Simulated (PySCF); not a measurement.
## Neon: a sound run and one with changed settings

Sound run: Ne [Ne], Ne⁺ [He] 2s2 2p5. Computed with PySCF 2.14 in def2-TZVP (5s3p2d1f, 31 functions), with no relativity, point nucleus. The sound run starts from symmetry-adapted Hartree-Fock orbitals and uses a fine grid where one is needed.

Changed run: radial step 0.3 in ln r (0.13 in the sound run). This setting is unsound on purpose.

```tsv
species	method	sound run (hartree)	changed run (hartree)	converged
Ne	UHF	-128.54149	-128.54149	yes
Ne	TPSS	-128.97249	-128.97213	yes
Ne	M06-2X	-128.93201	-128.93845	yes
Ne⁺	UHF	-127.81851	-127.81851	yes
Ne⁺	TPSS	-128.18430	-128.18422	yes
Ne⁺	M06-2X	-128.14264	-128.14524	yes
```

Ionisation energy of Ne:

```tsv
method	sound run (eV)	changed run (eV)
UHF	19.673	19.673
TPSS	21.448	21.440
M06-2X	21.480	21.584
```

A coarse radial grid mis-integrates the density and the exchange-correlation energy, with errors of either sign; Hartree-Fock needs no grid.

For comparison, NIST gives 21.565 eV between the lowest levels.
